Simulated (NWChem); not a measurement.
# Total energies of trimethylamine (C3H9N)

SMILES: CN(C)C
```xyz
13

C     -0.2164    -0.6587     1.1972
N     -0.3170     0.1329     0.0000
C     -0.2164    -0.6587    -1.1972
C      0.5855     1.2533     0.0000
H      0.7763    -1.1526     1.3212
H     -0.9827    -1.4498     1.1958
H     -0.3868    -0.0292     2.0848
H      0.7763    -1.1526    -1.3212
H     -0.3868    -0.0292    -2.0848
H     -0.9827    -1.4498    -1.1958
H      1.6612     0.9572     0.0000
H      0.4140     1.8800    -0.8894
H      0.4140     1.8800     0.8894
```
Charge 0, spin multiplicity 1.

Program: NWChem. The geometry was optimised at PBE0/def2-SVP, a minimum by its harmonic frequencies.

Basis set: 6-311G** (126 functions).

```
method  total energy (Ha)  relative cost
------  -----------------  -------------
RHF            -173.31374              1
MP2            -173.96124        under 3
B2PLYP         -174.31758        under 3
PBE            -174.27177        under 3
B3LYP          -174.52374        under 3
TPSS           -174.54607        under 3
```

Total energies of different functionals aren't comparable as a measure of quality: only differences taken within one method are. Costs are rough ratios of processor time within this set of runs, SCF included, with RHF as 1.

The correlated methods keep 4 core orbitals frozen. B3LYP has NWChem's definition, with VWN1-RPA local correlation. The Pople sets run with spherical d functions.
